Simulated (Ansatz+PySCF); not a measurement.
A calculation with Ansatz (development build ahead of 0.2.0).

```yaml
crystal:
  periodic: [false, false, false]
  atoms:
    - { symbol: S, position_ang: [0.0, 0.0, -0.50063] }
    - { symbol: O, position_ang: [0.0, 0.0, 1.00126] }
basis:
  gaussian: { orbitals: def2-SVP }
magnetization:
  spin_polarized: true
  initial_magnetization: 2
hamiltonian:
  xc: hf
correlation:
  method: mp2
  frozen_orbitals: { O: 1, S: 5 }
```

The input is written out in the form of the current development build from the run's settings.

Results

* Converged: yes
* Reference energy: -472.15309 hartree
* Correlation energy: -0.29348 hartree
* Total energy: -472.44657 hartree
* Spin squared of the determinant: 2.037
* Stability test: minimum
* Occupied orbitals by symmetry in an Abelian subgroup (alpha; beta): 7 A1 3 B1 3 B2; 7 A1 2 B1 2 B2
